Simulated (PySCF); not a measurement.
# BO⁻: mean field, correlation and small terms against distance

State: ¹Σ⁺, singlet, closed shell. RHF-based CCSD(T) in PySCF 2.14 with B aug-cc-pVTZ, O aug-cc-pVTZ and B aug-cc-pVQZ, O aug-cc-pVQZ (frozen core orbitals: 2; no relativity). Correlation energies are extrapolated as n⁻³ (n = 3, 4), Hartree–Fock as (n+1)·exp(−9√n). CV is the change on freezing 0 orbitals instead, in B cc-pwCVTZ, O cc-pwCVTZ. SR is the spin-free X2C energy in B cc-pVTZ-DK, O cc-pVTZ-DK less the non-relativistic one in B cc-pVTZ, O cc-pVTZ. All energies in eV from B + O⁻.

| R (Å) | HF/CBS | CCSD corr. | (T) | CV | SR | total |
| --- | --- | --- | --- | --- | --- | --- |
| 1.0969 | -7.080 | -1.285 | -0.1305 | -0.0881 | -0.0006 | -8.585 |
| 1.1468 | -7.603 | -1.356 | -0.1521 | -0.0730 | 0.0010 | -9.183 |
| 1.1966 | -7.807 | -1.427 | -0.1748 | -0.0601 | 0.0022 | -9.467 |
| 1.2465 | -7.779 | -1.500 | -0.1986 | -0.0492 | 0.0029 | -9.523 |
| 1.2963 | -7.580 | -1.573 | -0.2235 | -0.0398 | 0.0034 | -9.413 |
| 1.3587 | -7.165 | -1.665 | -0.2562 | -0.0299 | 0.0036 | -9.112 |
| 1.4210 | -6.629 | -1.756 | -0.2906 | -0.0218 | 0.0036 | -8.693 |

A fit to the total gives Re = 1.2358 Å, De = 9.527 eV, ωe = 1723.7 cm⁻¹, Be = 1.693 cm⁻¹ (masses 11.0093 and 15.9949 u).

**Question.** At R = 1.2465 Å the CCSD correlation energy is -0.341479 hartree in the smaller basis and -0.359770 in the larger. Extrapolate it.

**Answer.** (4³·E4 − 3³·E3)/(4³ − 3³) = -0.37312 hartree; the larger basis holds 96.4 % of it.

The T1 diagnostic is 0.020. The open-shell atoms are computed with UHF. Spin–orbit coupling, excitations beyond (T) and corrections to the Born–Oppenheimer picture are left out.
